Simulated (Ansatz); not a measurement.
# In2O3 (Ia-3, No. 206)

Calculation: LDA in Ansatz (plane waves, PAW).

Settings: plane-wave cutoff 520 eV, 6×6×6 k mesh, Fermi–Dirac smearing 0.01 eV, scalar-relativistic PAW data made under PBE.

Cell: relaxed at this level.

```yaml
band_gap: 1.18 eV (on the SCF k mesh)
equilibrium_lattice_constant_a: 10.061 Å
```

Measured, for comparison: band gap 2.93 ± 0.1 eV (room temperature, no zero-point or thermal correction; as tabulated in King et al. (2009), doi:10.1103/physrevb.79.205211).

Note: the relaxation could not lower the start's symmetry, so the cell can be a saddle point above a distorted one.

Spin–orbit coupling is not included.

The computed numbers hold no vibrational or temperature effects.

It cost roughly 23 core-minutes of CPU time.

Ansatz is a quantum-chemistry and plane-wave program.
